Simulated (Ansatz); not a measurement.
# AlO+ (singlet): the correlation ladder, cc-pVTZ

An exercise on one series of results from a longer session: the logs are not shown, and one member is left open.

Method: cc-pVTZ, core rule «outside noble gas», up to 6 orbitals frozen; program: Ansatz 0.2.0, Gaussian basis.

Plan: UHF; CCSD(T) on RHF; CCSD(T) on UHF; BCCD(T) on RHF; CISD; CCSDT(Q) on RHF; CCSDT(Q) on UHF; CASSCF and MRCISD+Q, 8 electrons in 8 orbitals; CASSCF and NEVPT2, 8 electrons in 8 orbitals.

13 further runs of the same task are left out: 4 for a known fault of the program, 3 that didn't finish, 6 set aside as unsound or not needed.

## The geometry

The geometry is a PBE0/def2-TZVP stationary point (not a proven minimum) of the parent state, kept for this charge and spin.

2 atoms, charge 1, spin multiplicity 1.

Atoms are counted from 1 here; the program's logs count them from 0.

Bond lengths: Al1–O2 1.733 Å.

As a file:

| atom | x (Å) | y (Å) | z (Å) |
| --- | --- | --- | --- |
| Al1 | 0.0000 | 0.0000 | 0.0000 |
| O2 | 0.0000 | 0.0000 | 1.7329 |

Set-up of the first run:

File in.yaml:

```yaml
crystal:
  periodic: [false, false, false]
  atoms:
    - {symbol: Al, position_ang: [0.000000, 0.000000, 0.000000]}
    - {symbol: O, position_ang: [0.000000, 0.000000, 1.732900]}
basis:
  gaussian: {orbitals: cc-pVTZ}
total_charge: 1
magnetization: {spin_polarized: true, initial_magnetization: 0}
hamiltonian: {xc: hf}
output: {orbitals: {seedname: orbitals}}
```

The run is started by

```
> ansatz run in.yaml --threads 1 --pin off --events-out ev --progress --plain --max-ram 2393MiB
```

Among the steps run: UHF; CCSD(T) on RHF; CCSD(T) on UHF; BCCD(T) on RHF; CISD; CCSDT(Q) on RHF; CCSDT(Q) on UHF; CASSCF and MRCISD+Q, 8 electrons in 8 orbitals; CASSCF and NEVPT2, 8 electrons in 8 orbitals.

One table of the session follows, with a row left open; its other results are not shown here.

```
          method  from RCCSDT(Q) (kcal/mol)
             RHF                    +211.39
             UHF                    +147.66
            RMP2                     +20.16
            UMP2                     +14.08
            CISD                          ?
           RCCSD                     +15.15
           UCCSD                      +5.99
        RCCSD(T)                      +2.40
        UCCSD(T)                      +0.68
         BCCD(T)                      +2.54
          RCCSDT                      +2.38
          UCCSDT                      -1.37
       RCCSDT(Q)                          0
       UCCSDT(Q)                      -2.65
  CASSCF valence                     +98.92
  NEVPT2 valence                     +20.14
  MRCISD valence                      +6.97
MRCISD+Q valence                      +3.36
```

Q: Estimate the row for CISD from the others.

As computed: from RCCSDT(Q) (kcal/mol): +32.00. In the column «from RCCSDT(Q) (kcal/mol)» it lies between RMP2 (+20.16) and CASSCF valence (+98.92).

The program flags RCCSD(T), UCCSD(T), BCCD(T), RCCSDT(Q), UCCSDT(Q) as in doubt (see the logs), so the zero of the table is itself unsure.

Caveats from the session: The determinant is far from a pure spin state, so its energy mixes those of several spin states (harmless only where they are near-degenerate, as at dissociation). The report flags that the cluster equations may have other roots. The program flags RCCSD(T), UCCSD(T), BCCD(T), RCCSDT(Q), UCCSDT(Q) as in doubt, so the zero of the table is itself unsure. Warnings: restricted reference is unstable; spin contamination; large T1 diagnostic. Restricted and unrestricted rows rest on different reference determinants; where their highest levels disagree by more than a few hundredths of an eV, they describe different states and don't form one ladder.
